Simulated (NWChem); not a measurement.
# Spin states of Si (+1)

```xyz
1

Si     0.0000     0.0000     0.0000
```
Charge +1, spin multiplicity 2.

The numbers come from NWChem runs, not from measurements.

Basis set: def2-TZVP. The gap is E(quartet) − E(doublet), so a negative value puts the higher spin lower. Open shells are unrestricted, coupled cluster uses restricted open-shell references. The quartet is the single determinant that the SCF runs reached, with unpaired electrons in orbitals of symmetry ag and b1u and b2u (D2h labels); it need not be the lowest quartet, which in molecules with degenerate π orbitals can need several determinants. Where the lowest doublet needs several determinants, the single determinant used here isn't a pure state and places it wrongly.

```
method     vertical doublet-quartet gap (kcal/mol)  relative cost  difference from CCSD(T)
---------  ---------------------------------------  -------------  -----------------------
B3LYP                                        126.0        under 3                     +9.0
CCSD(T)                                      117.0        under 3                      0.0
HF                                            89.3        under 3                    -27.7
PBE0                                         116.7              1                     -0.4
CAM-B3LYP                                    126.4        under 3                     +9.4
PBE                                          120.3        under 3                     +3.3
```

The values span 37.1 kcal/mol, from HF (lowest) to CAM-B3LYP (highest). Costs are rough ratios of processor time within this set of runs, SCF included, with PBE0 as 1.

The correlated methods keep 5 core orbitals frozen. B3LYP has NWChem's definition, with VWN1-RPA local correlation. GW and range-separated runs recompute their integrals, the others keep them in memory, which bears on the times. The stability of the SCF solutions was not checked. Open-shell Hartree-Fock references start from PBE0 orbitals; any time given for them includes that run. No row is a measurement; the coupled-cluster row has its own basis-set and correlation limits.
